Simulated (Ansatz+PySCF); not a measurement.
Values are calculated unless marked as measured or tabulated.
# Several solutions for singlet H₂S

```xyz
3

S     0.0000    0.0000   -0.2601
H     0.0000    2.4288    2.0804
H     0.0000   -2.4288    2.0804
```

Basis set: 6-31G (spherical functions). Charge 0, multiplicity 1.

PBE0 (unrestricted) was run from several starts with Ansatz (development build ahead of 0.2.0) and PySCF 2.14.0.

```tsv
run	program	start	converged	energy (hartree)	<S²>
A	Ansatz	atomic start, no search	yes	-398.94446	1.95
B	PySCF	program defaults	no	–	–
C	Ansatz	search for the lowest state	yes	-398.94446	1.95
D	Ansatz	stability test followed	yes	-398.94446	1.95
```

(1) Which runs reached the lowest solution of this kind, and what is wrong with the others?

## Answers

(1) A, C, D reached the lowest solution found. Not converged: B. Caution: charge can spread falsely over distant fragments. Caution: the unrestricted determinant is a mixture of spin states.
